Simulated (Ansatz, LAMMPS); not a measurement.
# How well does each level of theory give the bulk modulus of 3C-SiC?

Reference value: 229 GPa (measured, 0 K value with the zero-point phonon effect removed; as tabulated in Mejia-Rodriguez and Trickey (2018), arXiv:1807.09216).

| level (code) | value (GPa) | cell (Å³/atom) |
|---|---|---|
| MEAM SiC.meam (LAMMPS) | 211 | 10.36 |
| LDA (Ansatz) | 230 | 10.14 |
| PBE (Ansatz) | 213 | 10.50 |
| r²SCAN (Ansatz) | 227 | 10.33 |
| Hartree–Fock (Ansatz) | ? | 10.41 |

Q: What belongs in the gaps?

A: 
- Hartree–Fock (Ansatz, an electronic-structure program), value (GPa): 245

Errors against the reference: MEAM SiC.meam -7.9 %, LDA +0.4 %, PBE -7.0 %, r²SCAN -0.9 %, Hartree–Fock +7.0 %.

Once the reference is moved by up to 1.7 % (a margin picked here for doubts on the reference and the settings) and values within 1.7 % count as equal, the nearest can be LDA (+0.4 %) or r²SCAN (-0.9 %). By the same margin the farthest can be MEAM SiC.meam (-7.9 %), Hartree–Fock (+7.0 %) or PBE (-7.0 %). Within 10 %: MEAM SiC.meam, LDA, PBE, r²SCAN, Hartree–Fock.

Each level is taken at its own relaxed cell. Cutoffs and k meshes differ between the levels. Ansatz's density-functional and Hartree–Fock values are scalar-relativistic unless marked +SOC, with PAW data made under PBE.

Empirical potentials (MEAM SiC.meam) are fitted to chosen data: where that held the value shown, agreement is built in, and what lay outside the fit can be far off.

Differences are worked out from the printed values.
